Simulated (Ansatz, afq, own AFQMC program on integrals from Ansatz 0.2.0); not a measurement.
**Breaking Si2–O3 in CH$_{4}$OSi, singlet**

```xyz
7

C    -0.6241    0.4711   -0.2789
Si    1.2121    0.1475   -0.7294
O     1.5901   -0.9994    0.4301
H    -1.2128   -0.4619   -0.3601
H    -1.0965    1.2241   -0.9292
H    -0.7141    0.8222    0.7661
H     0.9067   -1.2716    1.0557
```

Products: CH3Si (doublet; CH3–Si) and HO (doublet), each relaxed with PBE0/def2-SVP like the molecule; electronic energies without zero-point terms. Determinants: RHF, UHF and UHF in that order.

Basis def2-TZVP. Noble-gas cores (and the filled d shells of Ga–Kr and In–Xe) are frozen. Ansatz 0.2.0 and our own AFQMC program on the same integrals; the CISD trial comes from CCSD amplitudes, and released means the phaseless constraint is let go. Uncertainties: one standard error, sampling alone. The errors of all members are added in quadrature.

No full CI on the walks' own integrals is used here. The released AFQMC energy serves as the reference, which it does only where one determinant dominates, the energy is flat over the last release times and near the phaseless one (40 meV or 2 meV an electron, half that with transition metals). On small molecules, where full CI could be run and the noise was under 10 meV, such values lay within 10 meV of it in 19 cases of 20, a flattering rate, since the rule was set on those same cases; what remains of the bias isn't in the error bar. Each member takes its own surest rung, up to full CI.

The best estimate is CCSD(T) at the basis-set limit (CBS: def2-TZVPP and def2-QZVPP, with their diffuse functions for anions and beside diffuse sets, CCSD(T) itself extrapolated) plus the step from CCSD(T) to AFQMC with the constraint released in def2-TZVP. Rows without CBS are in def2-TZVP; B2PLYP and the wave-function rows carry a basis error of their own. Core correlation and relativity beyond core potentials are missing, and ± holds the sampling alone.

Cautions: CH₄OSi (singlet): restricted determinant unstable towards unrestricted (UHF 18 meV lower, ⟨S²⟩ 0.17), the released value is read at 0.99 1/Eh, later times being too noisy (meV from the phaseless value at times in 1/Eh: -3 ± 6 at 0.24, -19 ± 9 at 0.51, -5 ± 9 at 0.99, -25 ± 16 at 1.50); CH₃Si (doublet): the released energies are still falling, so no released level is given (meV from the phaseless value at times in 1/Eh: -6 ± 4 at 0.24, -14 ± 3 at 0.51, -15 ± 4 at 0.99, -21 ± 5 at 1.62, -24 ± 6 at 2.40), though the last usable value meets CCSDT(Q) within the noise, its ph-AFQMC/CISD value lies 20 ± 5 meV above CCSDT(Q).

```csv
level,bond energy (kcal/mol)
CCSD,118.5
B2PLYP,122.6
PBE,124.0
```

Problem. From these cheaper values, estimate the bond energy at the level of the best estimate.

Solution. 125.9 ± 0.2 kcal/mol (best estimate, highest rung released AFQMC).

```tsv
level	bond energy (kcal/mol)	error against the best estimate (kcal/mol)
HF	87.2	-38.7 ± 0.2
MP2	129.9	4.0 ± 0.2
CCSD(T)	121.6	-4.3 ± 0.2
ph-AFQMC/CISD	122.1 ± 0.2	-3.7 ± 0.3
HF/CBS	87.6	-38.3 ± 0.2
MP2/CBS	134.3	8.5 ± 0.2
CCSD(T)/CBS	125.9	0.0 ± 0.2
r2SCAN	120.9	-5.0 ± 0.2
PBE0	119.9	-6.0 ± 0.2
B3LYP	119.7	-6.2 ± 0.2
wB97M-V	126.6	0.7 ± 0.2
surest rungs in def2-TZVP	121.6 ± 0.2	-4.3
```

Correlation beyond CCSD(T) changes it by less than twice the noise. Going to the basis-set limit adds 4.3 kcal/mol at CCSD(T). The perturbative (T) step is worth +3.1 kcal/mol. The functionals spread over 6.8 kcal/mol; wB97M-V and PBE come nearest and B3LYP is 6.2 kcal/mol too low.

Best estimates are given only where the step beyond CCSD(T) is under 0.3 eV and no member's determinant is very poor (T1 over 0.05, or 0.07 for open shells, ⟨S²⟩ too high by 0.3, two states mixed), so the hardest cases are missing from such tables.

The functionals ran in a triple-zeta set and keep a basis error of their own, a few kJ/mol for each bond in atomization energies and more for double hybrids, so close places among them and the extrapolated levels can swap.

Each member of a difference takes its own highest rung, so a best estimate needn't equal the limit plus the step of one row. Released energies are given only where the last usable release times agree within the noise; a slower fall can still hide under it.
